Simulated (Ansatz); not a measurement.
# C6H10: how energies converge with the basis set

How large a basis does C6H10 need? Two functionals are run in growing sets.

Computed with Ansatz 0.2.0, Gaussian basis. Level: one geometry, several basis sets.

Levels to be run: PBE0-D4/def2-SVP; ωB97M-V/def2-SVP; PBE0-D4/def2-QZVPP; ωB97M-V/def2-QZVPP; the functionals' def2-TZVPP values are taken from earlier runs.

## 1. The geometry

The geometry comes from an earlier relaxation with PBE0-D4 in a triple-zeta def2 set; it is a stationary point, not always the lowest conformer.

SMILES `C=CCCC=C`, 16 atoms, charge 0, spin multiplicity 1.

Atoms are counted from 1 here; the program's logs count them from 0.

Bond lengths: C1–C2 1.325 Å, C1–H7 1.086 Å, C1–H8 1.084 Å, C2–C3 1.492 Å, C2–H9 1.090 Å, C3–C4 1.535 Å, C3–H10 1.097 Å, C3–H11 1.094 Å, C4–C5 1.492 Å, C4–H12 1.094 Å, C4–H13 1.098 Å, C5–C6 1.326 Å, C5–H14 1.088 Å, C6–H15 1.086 Å, C6–H16 1.084 Å. Angles: C2–C1–H7 121.3°, C2–C1–H8 121.7°, H7–C1–H8 117.0°, C1–C2–C3 125.3°, C1–C2–H9 118.9°, C3–C2–H9 115.8°, C2–C3–C4 113.0°, C2–C3–H10 109.0°, C2–C3–H11 109.9°, C4–C3–H10 108.1°, C4–C3–H11 109.6°, H10–C3–H11 107.1°, C3–C4–C5 113.0°, C3–C4–H12 109.5°, C3–C4–H13 108.4°, C5–C4–H12 109.6°, C5–C4–H13 109.4°, H12–C4–H13 106.8° and more.

## 2. PBE0-D4 in def2-SVP

Input file in.yaml:

```yaml
crystal:
  periodic: [false, false, false]
  atoms:
    - {symbol: C, position_ang: [0.345699, -0.388551, 2.458185]}
    - {symbol: C, position_ang: [0.941341, 0.203061, 1.432563]}
    - {symbol: C, position_ang: [1.129106, -0.398085, 0.080008]}
    - {symbol: C, position_ang: [0.438426, 0.401935, -1.032914]}
    - {symbol: C, position_ang: [-1.048314, 0.403005, -0.912145]}
    - {symbol: C, position_ang: [-1.882792, -0.040164, -1.841844]}
    - {symbol: H, position_ang: [-0.056334, -1.393671, 2.374108]}
    - {symbol: H, position_ang: [0.240856, 0.105419, 3.417259]}
    - {symbol: H, position_ang: [1.325434, 1.215070, 1.559028]}
    - {symbol: H, position_ang: [2.201232, -0.440163, -0.146097]}
    - {symbol: H, position_ang: [0.758817, -1.427580, 0.075774]}
    - {symbol: H, position_ang: [0.727805, -0.003021, -2.006866]}
    - {symbol: H, position_ang: [0.807488, 1.435234, -0.997269]}
    - {symbol: H, position_ang: [-1.451511, 0.785772, 0.023237]}
    - {symbol: H, position_ang: [-1.520404, -0.436839, -2.785804]}
    - {symbol: H, position_ang: [-2.956858, -0.021401, -1.697221]}
basis:
  gaussian: {orbitals: def2-SVP}
hamiltonian: {xc: pbe0, dispersion: d4}
output: {orbitals: {seedname: orbitals}}
```

Run with:

```console
ansatz run in.yaml --threads 2 --pin off --events-out ev --progress --plain --max-ram 22528MiB --backend cpu
```

The runs that follow: ωB97M-V in def2-SVP; PBE0-D4 in def2-QZVPP; ωB97M-V in def2-QZVPP.

Before running them: what should the planned runs give, taken together? Wanted: PBE0-D4: double and triple zeta above quadruple; ωB97M-V: double and triple zeta above quadruple.

**Answer**, as computed:

```
                                       quantity          value
PBE0-D4: double and triple zeta above quadruple  7.26, 0.36 eV
ωB97M-V: double and triple zeta above quadruple  7.67, 0.34 eV
```

In words: For PBE0-D4 the step from double to triple zeta gains 6.90 eV and the next only 0.36 eV. These are total energies; as a rule much of such shifts cancels in differences, which this series doesn't test. The LUMO of ωB97M-V is positive and keeps falling with the basis (2.65 to 1.97 eV): an unbound level that the basis holds in place.
